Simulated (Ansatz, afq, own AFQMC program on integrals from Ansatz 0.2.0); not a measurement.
# B₂H (doublet): AFQMC on the coupled-cluster ladder at distance B1–B2 = 2.440 Å, 6-31G

The task here is to estimate one member of a computed series from the others.

Method: 6-31G, frozen cores; program: Ansatz 0.2.0, Gaussian basis, and an in-house AFQMC program (afq) on its integrals; all values are calculated.

To be run: Full CI; PBE (unrestricted); r2SCAN (unrestricted); PBE0 (unrestricted); B3LYP (unrestricted); CCSD(T) on UHF; wB97M-V (unrestricted); B2PLYP (unrestricted); Full CI; Full CI (quartet); CCSDT(Q) on UHF; CCSDTQ on UHF; Phaseless AFQMC, CISD trial on UHF; CCSD(T) on ROHF; Full CI; CCSDT(Q) on ROHF; CCSDTQ on ROHF; Phaseless AFQMC, CISD trial on ROHF.

3 further runs of the same task are left out: 3 that didn't finish.

**The system**

The geometry derives from a PBE0/def2-TZVP stationary point (not a proven minimum). One bond is set to the value named and the two fragments are kept rigid.

3 atoms, charge 0, spin multiplicity 2.

Atoms are counted from 1 here; the program's logs count them from 0.

Bond lengths: B1–H3 1.177 Å.

As a file:

```csv
atom,x (Å),y (Å),z (Å)
B1,0.0000,0.0000,-0.4209
B2,0.0000,0.0000,2.0191
H3,0.0000,0.0000,-1.5983
```

The first run:

in.yaml reads:

```yaml
crystal:
  periodic: [false, false, false]
  atoms:
    - {symbol: B, position_ang: [0.000000, 0.000000, -0.420852]}
    - {symbol: B, position_ang: [0.000000, 0.000000, 2.019148]}
    - {symbol: H, position_ang: [0.000000, 0.000000, -1.598296]}
basis:
  gaussian: {orbitals: 6-31G}
magnetization: {spin_polarized: false, initial_magnetization: 1}
correlation: {method: fci, electrons: outside_noble_gas}
```

Command:

```
> ansatz run in.yaml --threads 1 --pin off --events-out ev --progress --plain --max-ram 16896MiB --backend cuda --devices 0, --max-vram 18GiB
```

Among the steps run: Full CI; PBE (unrestricted); r2SCAN (unrestricted); PBE0 (unrestricted); B3LYP (unrestricted); CCSD(T) on UHF; wB97M-V (unrestricted); B2PLYP (unrestricted); Full CI (quartet); CCSDT(Q) on UHF; CCSDTQ on UHF; Phaseless AFQMC, CISD trial on UHF; CCSD(T) on ROHF; CCSDT(Q) on ROHF; CCSDTQ on ROHF; Phaseless AFQMC, CISD trial on ROHF.

One table of the session follows, with a row left open; its other results are not shown here.

On the ROHF determinant, counted from full CI (exact for this spin and basis):

| level | from full CI (kcal/mol) |
| --- | --- |
| HF | +81.67 |
| MP2 | ? |
| CCSD | +5.52 |
| CCSD(T) | +2.49 |
| CCSDT(Q) | +0.09 |
| CCSDTQ | +0.01 |
| full CI | 0.00 |
| Phaseless AFQMC, CISD trial, step 0.005, 4000 walkers | +2.21 |

Estimate the missing values for MP2.

As computed: from full CI (kcal/mol): +31.48. In the column «from full CI (kcal/mol)» it lies between CCSD (+5.52) and HF (+81.67).
